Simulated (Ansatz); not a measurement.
# Wavefunction methods compared: BN, triplet

Program: Ansatz, Gaussian basis, development build; BCCD by scripts on PySCF. Settings: STO-3G; 2 core orbitals frozen; no relativity. Perturbation and coupled-cluster methods stand on the Hartree–Fock determinant that coupled cluster favours; RHF here means ROHF, with semicanonical perturbation theory. The state met can change along the bond. The basis is small, far from the limit. The unrestricted determinant is a mixture of spins, so it may stand for another state.

Correlation energy of CCSD(T), then each method's total less that of CCSD(T), in eV:

| case | E corr CCSD(T) | CCSD | BCCD | BCCD(T) | determinant |
| --- | --- | --- | --- | --- | --- |
| 1.197 Å RHF | -3.117 | +0.122 | +0.162 | +0.006 | 0.47 eV over the lowest such Hartree–Fock solution met |
| 1.729 Å RHF | -2.218 | +0.045 | +0.061 | +0.002 | – |
| 1.729 Å UHF | -1.876 | +0.039 | +0.057 | +0.001 | ⟨S²⟩ = 2.454 |
| 2.128 Å RHF | -3.082 | +0.032 | +0.044 | +0.006 | – |
| 2.128 Å UHF | -1.936 | +0.009 | +0.043 | +0.016 | ⟨S²⟩ = 2.598, 0.05 eV over the lowest such Hartree–Fock solution met |
| 2.527 Å RHF | -4.712 | +0.016 | +0.015 | +0.003 | – |
| 3.192 Å UHF | -1.112 | 0.000 | 0.000 | 0.000 | ⟨S²⟩ = 2.991 |

(1) How far does full CI lie from CCSD(T) in each case, and where is CCSD(T) within 1 kcal/mol (0.043 eV)?

(2) Which method comes nearest to full CI in total energy for 2.128 Å RHF?

Results:

(1) 1.197 Å RHF: -0.020 eV (within); 1.729 Å RHF: -0.029 eV (within); 1.729 Å UHF: -0.030 eV (within, spin-contaminated determinant); 2.128 Å RHF: -0.027 eV (within); 2.128 Å UHF: -0.016 eV (within, spin-contaminated determinant); 2.527 Å RHF: 0.000 eV (within); 3.192 Å UHF: 0.000 eV (within, spin-contaminated determinant).

(2) CCSD(T), 0.027 eV away; next BCCD(T) (0.033 eV), last BCCD (0.071 eV).

Several Brueckner solutions were met.
